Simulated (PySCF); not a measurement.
**Molecular orbitals of AlP⁺**

CAM-B3LYP at R = 2.469 Å; basis Al def2-TZVPPD, P def2-TZVPPD; no relativity; PySCF 2.14. State: ⁴Σ⁻ (quartet), unpaired electrons σ ↑, π ↑↑. Only the outer orbitals are listed, counted within each symmetry.

```
spin  orbital  occ.  ε (eV)  on Al (%)           main shells (%)
   α       7σ     1  -24.81          7                    92 P s
   α       8σ     1  -17.46         59           58 Al s, 33 P p
   α       3π     1  -14.62          7                    92 P p
   α       3π     1  -14.62          7                    92 P p
   α       9σ     1  -13.95         58  42 P p, 32 Al s, 25 Al p
   α       4π     0   -6.44         91                   91 Al p
   α       4π     0   -6.44         91                   91 Al p
   α      10σ     0   -4.27         66  46 Al p, 18 P s, 18 Al d
   β       7σ     1  -21.81         16           83 P s, 10 Al s
   β       8σ     1  -15.87         70   70 Al s, 17 P p, 12 P s
   β       9σ     0   -8.56         52  46 P p, 32 Al p, 18 Al s
   β       3π     0   -8.14         32           67 P p, 28 Al p
   β       3π     0   -8.14         32           67 P p, 28 Al p
```

**Question.** Which are the highest filled and the lowest empty level, where do they sit, and how wide is the gap?

**Answer.** Highest filled α 9σ at -13.95 eV (in %: 42 P p, 32 Al s, 25 Al p); lowest empty β 9σ at -8.56 eV (in %: 46 P p, 32 Al p, 18 Al s); the gap at CAM-B3LYP is 5.39 eV.

The bond order (Mayer) is 0.95. The ⟨S²⟩ is 3.764 and the charge on Al (Mulliken, basis-dependent) is 0.77. The charge on Al (Löwdin, basis-dependent) is 0.59 and the dipole moment (positive dipole points towards P; it is taken about the centre of mass and depends on that origin) is -3.04 D. The polarisability along the bond is 80.9 bohr³ and the polarisability across the bond is 40.4 bohr³.

The state is the lowest determinant that a PBE0 search found; another state may lie lower at other levels.
